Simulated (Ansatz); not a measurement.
System: propane, C3H8, charge 0, multiplicity 1. 
Structure (B3LYP-D3(BJ)/def2-TZVP (Ansatz, a quantum-chemistry and plane-wave program) minimum search):
SMILES: C(C)C
```xyz
11

C     -0.0014    -0.0033     0.5859
C      0.0027     1.2725    -0.2521
C     -0.0014    -1.2696    -0.2666
H     -0.8774    -0.0057     1.2413
H      0.8715    -0.0085     1.2455
H      0.0026     2.1656     0.3757
H     -0.0044    -2.1698     0.3510
H      0.8856     1.3165    -0.8947
H     -0.8771     1.3193    -0.8989
H     -0.8813    -1.3061    -0.9138
H      0.8814    -1.3090    -0.9097
```
Charge 0, spin multiplicity 1.

Wanted: atomisation energy (electronic, to ground-state atoms), in kcal/mol. Valence correlation only, unless marked. UHF or UKS for open shells. No spin-orbit coupling. No relativistic terms. The coupled-cluster limit lacks core correlation, which all-electron functionals hold. CBS marks a two-point X^-3 extrapolation of the correlation energy; Hartree-Fock from the larger set. [CCSD(T)-MP2]/basis is that difference in the basis named.

```tsv
level	program	atomisation energy (kcal/mol)
revPBE-D4/def2-TZVPD	Ansatz + dftd4	999.1
```

**Question.** Predict the RI-MP2/CBS(cc-pVTZ,cc-pVQZ)+[CCSD(T)-MP2]/cc-pVTZ result (Ansatz).

**Answer.** 1007.0 kcal/mol, so revPBE-D4/def2-TZVPD differs from it by -7.9 kcal/mol.
